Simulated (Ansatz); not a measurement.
C2H6FNO2, SMILES `NC(O)(F)CO`, one more setting.

```yaml
crystal:
  periodic: [false, false, false]
  atoms:
    - {symbol: N, position_ang: [-1.392034, 0.122378, 0.535256]}
    - {symbol: C, position_ang: [0.015314, -0.130072, 0.587506]}
    - {symbol: O, position_ang: [0.673340, 0.999380, 1.013384]}
    - {symbol: F, position_ang: [0.192937, -1.156368, 1.496172]}
    - {symbol: C, position_ang: [0.674030, -0.564984, -0.714437]}
    - {symbol: O, position_ang: [0.468271, 0.396722, -1.717810]}
    - {symbol: H, position_ang: [-1.602271, 0.632464, -0.315950]}
    - {symbol: H, position_ang: [-1.900879, -0.752428, 0.516162]}
    - {symbol: H, position_ang: [0.086591, 1.438417, 1.641130]}
    - {symbol: H, position_ang: [0.214200, -1.494831, -1.051818]}
    - {symbol: H, position_ang: [1.737905, -0.748563, -0.524444]}
    - {symbol: H, position_ang: [0.909498, 1.202784, -1.431149]}
basis:
  gaussian: {orbitals: "6-31G*"}
total_charge: 1
magnetization: {spin_polarized: false, initial_magnetization: 1}
hamiltonian: {xc: {name: revPBE0}, dispersion: d3bj}
scf: {lower_state_search: light}
```

```sh
$ ansatz run in.yaml --threads 4 --pin off --events-out ev --progress --plain --max-ram 10444MiB
```

Output, abridged:

```
Functional definition: revPBE0
997 factors; integrals over basis functions are off by at most 9.2e-4 eV
mean field evaluation 1: about -10448.4914 eV, gradient 7.3e1 eV
mean field evaluation 2: about -10448.4830 eV, gradient 7.3e1 eV
mean field evaluation 4: about -10454.0564 eV, gradient 4.2e1 eV
mean field evaluation 8: about -10457.5905 eV, gradient 1.7e0 eV
mean field evaluation 16: about -10457.5952 eV, gradient 8.8e-3 eV
mean field -10457.59520203 eV, -384.3095352619 hartree, gradient 6.5e-5 eV, S^2 0.750000; 1 other end points of the search recorded, 0 dependent functions left out
reference -10457.59522125 eV, -384.3095359682 hartree; 25, 24 occupied and 77, 78 virtual orbitals, 997 factors
Total energy: -10458.08977559 eV, -384.3277105049 hartree
```

It took 2.2 s on 4 threads of an Arm Neoverse V2 on a shared host, with 0.31 GiB of host memory at the peak.
